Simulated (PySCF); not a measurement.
Consider ethynyl, `[C]#C` (C2H•, doublet). Numbering: `[C:1]#[CH:2]`

These are calculated values, CAM-B3LYP-D3(BJ)/ma-def2-TZVP in PySCF (grid level 2) at geometries from PBE0-D3(BJ)/ma-def2-SVP. Zero-point and thermal terms (298.15 K, 1 bar) come from unscaled PBE0-D3(BJ)/ma-def2-SVP harmonic frequencies, with soft modes damped to free rotors in the entropy.

Question: What are the vertical and the adiabatic ionisation energy for forming the singlet cation?

Answer: 14.62 eV vertical and 13.06 eV adiabatic, the latter with zero-point energy.

Question: What are the vertical and the adiabatic ionisation energy for forming the triplet cation?

Answer: 11.57 eV vertical and 12.18 eV adiabatic, the latter with zero-point energy, which puts it above the vertical value.

Question: Where does the unpaired spin of the relaxed triplet cation sit?

Answer: C2 (alkyne carbon) 1.33, C1 (alkyne carbon) 0.71 (intrinsic atomic orbital populations).

Question: What are the vertical and the adiabatic electron affinity for forming the singlet anion?

Answer: 3.08 eV vertical and 3.09 eV adiabatic, the latter with zero-point energy.

Question: Which spin state does oxidation lead to?

Answer: The triplet, 0.88 eV below the singlet.

Known limits: the relaxed triplet cation lies 0.62 eV above the vertical state at this level, which can't hold for one state at its own minimum: the two belong to different states, or the structure misses this level's minimum, so vertical and adiabatic values aren't comparable; the value from this structure is no true adiabatic energy; the singlet was run as a closed shell, which can place it too high against the triplet, even in the wrong order.
